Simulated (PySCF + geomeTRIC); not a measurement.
A geometry relaxed with BP86-D3(BJ)/def2-SVP in PySCF + geomeTRIC, charge 0, multiplicity 2:

```xyz
3

H      0.8042    -0.2232     0.0000
N     -0.0006     0.4481     0.0000
H     -0.8036    -0.2253     0.0000
```

Write the SMILES of this molecule.

`[NH2]`
